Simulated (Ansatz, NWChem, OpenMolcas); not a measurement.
## NH2 (SMILES [NH2]): methods side by side

The species is NH2 (3 atoms), meant as a doublet with charge 0. As SMILES, `[NH2]`. Geometry: relaxed at PBE0-D4/def2-TZVP.

```xyz
3

N     0.3371   -0.2000    0.1662
H     0.1308    0.8059    0.1594
H    -0.4678   -0.6059   -0.3256
```

Quantity: the vertical energy of the quartet above the doublet, in eV. The values are calculated.

```tsv
level	kind	program	value (eV)	less CCSD(T)/def2-TZVPPD	CPU time (all runs)
UHF/def2-TZVPPD	Hartree–Fock	NWChem	6.41	-1.05	15 s
UBLYP/def2-TZVPPD	GGA	Ansatz	7.46	0.00	3.2 s
UM06-L/def2-TZVPPD	meta-GGA	OpenMolcas	7.69	+0.23	58 s
UTPSS/def2-TZVPPD	meta-GGA	OpenMolcas	7.35	-0.11	54 s
UB3LYP/def2-TZVPPD	global hybrid	Ansatz	7.48	+0.02	3.5 s
UHSE06/def2-TZVPPD	range-separated hybrid	Ansatz	7.34	-0.12	4 s
UPBE-QIDH/def2-TZVPPD	double hybrid	Ansatz	7.42	-0.04	4 s
RPA@PBE0/def2-TZVPPD	RPA	Ansatz	7.38	-0.08	4.7 s
ROCCSD(T)/def2-TZVPPD	coupled cluster or CI	OpenMolcas	7.46	0.00	22 s
```

ROCCSD(T)/def2-TZVPPD is the highest level here, not the true value. The values span 6.41 to 7.69 eV. In so small a basis fixed costs decide the times, and correlated methods can beat functionals. Times are those of the runs behind each value, whatever else they computed, on shared processors of several kinds: orders of magnitude only.
